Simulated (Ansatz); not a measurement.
Input (CCSDT(Q)/cc-pV(D+d)Z; Ansatz, a first-principles code): A basis named .json is the Basis Set Exchange file of that set.

Ansatz 0.2 input:
```yaml
crystal:
  periodic: [false, false, false]
  atoms:
    - {symbol: C, position_ang: [0.06772882, 1.33677652, -0.58076859]}
    - {symbol: S, position_ang: [-0.20351480, 0.11041718, 0.56938539]}
    - {symbol: C, position_ang: [0.24338008, -1.37270681, -0.36653509]}
    - {symbol: H, position_ang: [0.55259827, 1.12781644, -1.52160068]}
    - {symbol: H, position_ang: [-0.15162162, 2.35061391, -0.28599237]}
    - {symbol: H, position_ang: [0.11271910, -2.22427414, 0.29855508]}
    - {symbol: H, position_ang: [-0.40799579, -1.48486538, -1.23221886]}
    - {symbol: H, position_ang: [1.28388336, -1.32038413, -0.68508729]}
basis:
  gaussian:
    orbitals: cc-pV_D+d_Z.json
magnetization: {spin_polarized: true, initial_magnetization: 1}
correlation: {method: ccsdt_q, electrons: outside_noble_gas}
```

Output:

```
Functional definition: HF
integrals: 0.13 GiB planned
1458 factors; integrals over basis functions are off by at most 2.2e-7 eV
mean field: 0.36 GiB planned
mean field evaluation 1: about -12954.4237 eV, gradient 1.5e1 eV
mean field evaluation 2: about -12954.5030 eV, gradient 1.5e1 eV
mean field evaluation 4: about -12956.2419 eV, gradient 2.3e0 eV
mean field evaluation 8: about -12956.3560 eV, gradient 2.2e-1 eV
mean field evaluation 16: about -12954.4239 eV, gradient 1.5e1 eV
mean field -12956.35733949 eV, -476.1373500920 hartree, gradient 1.6e-6 eV, S^2 0.767352; 0 other end points of the search recorded, 0 dependent functions left out
7 core orbitals not correlated
reference -12956.35733949 eV, -476.1373500920 hartree; 10, 9 occupied and 59, 60 virtual orbitals, 1458 factors
second order -10.92674623 eV of doubles, -0.00000000 eV of singles
coupled cluster: 6.50 GiB planned
cycle   1  -11.79537610 eV  change   -8.7e-1 eV  update   9.3e-2
cycle   2  -12.41362998 eV  change   -6.2e-1 eV  update   3.7e-2
cycle   3  -12.64515187 eV  change   -2.3e-1 eV  update   2.2e-2
cycle   4  -12.61326207 eV  change    3.2e-2 eV  update   9.7e-3
cycle   5  -12.61708116 eV  change   -3.8e-3 eV  update   5.8e-3
cycle   6  -12.62222521 eV  change   -5.1e-3 eV  update   2.1e-3
cycle   7  -12.62147047 eV  change    7.5e-4 eV  update   8.2e-4
cycle   8  -12.62141890 eV  change    5.2e-5 eV  update   3.5e-4
cycle   9  -12.62148838 eV  change   -6.9e-5 eV  update   1.6e-4
cycle  10  -12.62131081 eV  change    1.8e-4 eV  update   8.2e-5
cycle  11  -12.62133598 eV  change   -2.5e-5 eV  update   4.9e-5
cycle  12  -12.62136479 eV  change   -2.9e-5 eV  update   2.5e-5
cycle  13  -12.62139685 eV  change   -3.2e-5 eV  update   1.5e-5
cycle  14  -12.62140725 eV  change   -1.0e-5 eV  update   7.8e-6
cycle  15  -12.62140684 eV  change    4.1e-7 eV  update   4.0e-6
cycle  16  -12.62140585 eV  change    1.0e-6 eV  update   2.1e-6
perturbative correction -0.02397636 eV, -0.0008811149 hartree
Total energy: -12969.00272170 eV, -476.6020593166 hartree
```
